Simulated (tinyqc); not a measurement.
Worked calculation: Born-Oppenheimer dynamics on the UHF/sto-3g surface (energies and gradients from PySCF), for NH, spin multiplicity 3. One step of it, computed by the program tinyqc.

Task: Velocity Verlet step 2. dt = 0.5 fs = 20.6707 atomic units; x' = x + v dt - g dt^2 / (2m); after the new gradient g', v' = v - (g + g') dt / (2m).

positions after step 1 (bohr):
```
            x          y          z
1N  -0.000021  -0.001846  -0.001633
2H   0.000289   0.025646   1.729113
```

velocities after step 1 (bohr per atomic time unit):
```
               x             y             z
1N  -0.000001024  -0.000090785  -0.000172791
2H   0.000014226   0.001261404   0.002400818
```

gradient after step 1 (hartree/bohr):
```
              x            y            z
1N   0.00004150   0.00367940   0.23163449
2H  -0.00004150  -0.00367940  -0.23163449
```

masses (electron masses): 1N 25526.042363, 2H 1837.152588

gradient after step 2 (hartree/bohr):
```
              x            y            z
1N   0.00005224   0.00463188   0.15020680
2H  -0.00005224  -0.00463188  -0.15020680
```

Give: positions after step 2; velocities after step 2.

Result:

positions after step 2 (bohr):
```
         x        y        z
1N  0.0000  -0.0038  -0.0071
2H  0.0006   0.0521   1.8057
```

velocities after step 2 (bohr per atomic time unit):
```
             x           y           z
1N  -0.0000011  -0.0000942  -0.0003274
2H   0.0000148   0.0013082   0.0045490
```
